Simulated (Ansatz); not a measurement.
GeH$_{4}$, singlet: reading a ladder of total energies

Geometry: displaced at random from a stationary point.

```tsv
atom	x (Å)	y (Å)	z (Å)
Ge	0.0014	-0.0001	0.0022
H	0.8849	0.8710	0.8771
H	-0.8393	-0.8409	0.8341
H	-0.9381	0.8648	-0.9110
H	0.7908	-0.8912	-0.9558
```

Basis cc-pVTZ; Ansatz 0.2.0. Only valence electrons are correlated (noble-gas cores and the filled d shells of p-block atoms frozen), which leaves 8 electrons in 85 orbitals. R marks a restricted (for open shells ROHF) determinant. No spin–orbit coupling is included, and no scalar relativity.

Full CI isn't at hand for all of this; RCCSDT(Q) serves as the reference, and is uncertain by about the last step of the cluster series.

Runs differ by some tens of microhartree through their thresholds, so steps under 0.03 kcal/mol mean nothing.

| level | total energy (hartree) |
| --- | --- |
| RHF | -2077.714288 |
| RMP2 | -2077.852784 |
| RCCSD | -2077.881129 |
| RCCSD(T) | -2077.884728 |
| RCCSDT | -2077.885378 |
| RCCSDT(Q) | -2077.885469 |

Question: What is the correlation energy at RCCSDT(Q), and what share of it do RMP2 and RCCSD recover?

Answer: E(corr) = -2077.885469 − (-2077.714288) = -0.171181 hartree = -4.658 eV. RMP2: -0.138496 / -0.171181 = 80.91 %. RCCSD: -0.166841 / -0.171181 = 97.46 %.

Question: By how many kcal/mol does RCCSD(T) miss RCCSDT(Q) (1 hartree = 627.509 kcal/mol), and which steps make up the rest?

Answer: -2077.884728 − (-2077.885469) = 0.000741 hartree = 0.46 kcal/mol. Steps: RCCSDT − RCCSD(T) = -0.41, RCCSDT(Q) − RCCSDT = -0.06 kcal/mol. That is within 1 kcal/mol of the reference in this basis, which itself misses far more of the correlation at the basis-set limit.
